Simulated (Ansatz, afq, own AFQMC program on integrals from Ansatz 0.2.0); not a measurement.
Al$_{2}$H⁺, quintet: AFQMC among the cluster methods

```xyz
3

Al    0.0000    0.0000    0.2591
Al    0.0000    0.0000   -2.1014
H     0.0000    0.0000    1.8423
```

Connectivity, by distances: AlH–Al.

Basis 6-31G. Only valence electrons are correlated. Ansatz 0.2.0 and our own AFQMC program on the same integrals; the CISD trial comes from CCSD amplitudes, and released means the phaseless constraint is let go. Error bars are statistical, one sigma.

Determinant: UHF, the one that the program's search chose, which needn't be the lowest solution. The geometry is a PBE0/def2-TZVP stationary point of this or a neighbouring charge and spin state.

Full CI on the same integrals is exact in this basis and with this determinant's frozen core.

Cautions: lower spins were not checked; strong correlation (T1 0.062, weight of the determinant 0.87, largest double 0.12); the released energies are still falling, so no released level is given (meV from the phaseless value at times in 1/Eh: -8 ± 4 at 0.24, -11 ± 4 at 0.51, -14 ± 5 at 0.99, -15 ± 4 at 1.62, -21 ± 4 at 2.40); the ph-AFQMC/CISD walk drifts between its halves (2.1 errors).

The T1 diagnostic is 0.0623. The weight of the determinant in the CISD state is 0.871. The ⟨S²⟩ of the determinant is 6.017 and the size of the correlated space is 6 electrons in 18 orbitals.

Reference: full CI, correlation energy -1.543 eV.

```json
{"level": "HF", "E − E(reference) (kJ/mol)": "148.9", "share of correlation (%)": "0.00"}
{"level": "MP2", "E − E(reference) (kJ/mol)": "65.3", "share of correlation (%)": "56.13"}
{"level": "CCSD", "E − E(reference) (kJ/mol)": "9.4", "share of correlation (%)": "93.68"}
{"level": "CCSD(T)", "E − E(reference) (kJ/mol)": "4.4", "share of correlation (%)": "97.03"}
{"level": "CCSDT", "E − E(reference) (kJ/mol)": "0.5", "share of correlation (%)": "99.70"}
{"level": "CCSDT(Q)", "E − E(reference) (kJ/mol)": "0.1", "share of correlation (%)": "99.93"}
{"level": "CCSDTQ", "E − E(reference) (kJ/mol)": "0.0", "share of correlation (%)": "99.99"}
{"level": "ph-AFQMC/CISD", "E − E(reference) (kJ/mol)": "3.6 ± 0.4", "share of correlation (%)": "97.61"}
```

CCSDT and higher add their correlation energy to the determinant of the CCSD(T) run, since their own runs factorise the integrals more tightly (a shift of under 2 meV). A walk keeps the symmetry of its determinant, which the program's search chose and which needn't be the lowest solution, so a lower state of the same spin and another symmetry isn't excluded.
